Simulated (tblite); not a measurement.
Species: methyl propyl sulfide, C₄H₁₀S.
Bonds: C1–C2, C2–C3, C3–S4, S4–C5. Hydrogens: H6, H7, H8 on C1; H9, H10 on C2; H11, H12 on C3; H13, H14, H15 on C5.

Computed with GFN2-xTB (tblite), gas phase: nudged elastic band of 9 images (0 to 8), spring 0.2 eV/Å², climbing image at the end, force threshold 0.05 eV/Å. No saddle search or frequency run followed, so the top image need not be a first-order saddle, and its height can exceed the method's true barrier by a kcal/mol or more.

Path: rotation about C3–S4 (sp3 carbon bound to sulfur, sulfide sulfur), followed by the dihedral C2–C3–S4–C5, from -72° to 67°. Start geometry (image 0):
```
atom  x, y, z in Å
C1     -2.214   -0.190    0.076
C2     -0.813    0.302   -0.266
C3      0.051    0.403    0.981
S4      1.710    1.082    0.650
C5      2.476   -0.321   -0.211
H6     -2.704    0.497    0.763
H7     -2.819   -0.266   -0.824
H8     -2.171   -1.171    0.546
H9     -0.868    1.284   -0.739
H10    -0.353   -0.387   -0.978
H11    -0.392    1.094    1.698
H12     0.179   -0.570    1.459
H13     2.384   -1.214    0.401
H14     2.007   -0.467   -1.179
H15     3.522   -0.067   -0.344
```

The first guess turns that dihedral rigidly in even steps and adds one set of random displacements (0.04 Å standard deviation a coordinate) to every inner image. Energies of the images above image 0 (eV) in the early part of the optimisation:

| iteration | 1 | 2 | 3 | 4 | 5 | 6 | 7 | 8 |
| --- | --- | --- | --- | --- | --- | --- | --- | --- |
| 0 | 0.916 | 0.982 | 1.067 | 1.125 | 1.113 | 1.075 | 1.011 | 0.002 |
| 10 | 0.040 | 0.092 | 0.170 | 0.220 | 0.198 | 0.153 | 0.096 | 0.002 |
| 20 | 0.024 | 0.076 | 0.150 | 0.194 | 0.170 | 0.120 | 0.067 | 0.002 |
| 30 | 0.018 | 0.066 | 0.130 | 0.163 | 0.136 | 0.086 | 0.044 | 0.002 |
| 40 | 0.016 | 0.061 | 0.123 | 0.154 | 0.123 | 0.071 | 0.033 | 0.002 |

Problem. Where does the band end, and how far was the first guess from it?

Solution. Final energies, images 1 to 8: 0.012, 0.053, 0.115, 0.146, 0.106, 0.049, 0.018, 0.002 eV. The highest point drops from 1.12 eV (image 4) to 0.146 eV (image 4), by 0.98 eV. Image 4 moved by 0.11 Å rms, its dihedral from -1° to 1°. The end images are fixed. The true force on the top image ends at 0.031 eV/Å, and the largest on any image at 0.07 eV/Å; away from the top, the method drives only the force across the path to zero. The last saved iteration is 50.

The cost below is that of the whole band run. On one thread, Arm Neoverse V1 (aarch64) (shared host), this took 2.4 s of wall time and 0.18 GiB of memory at its peak.
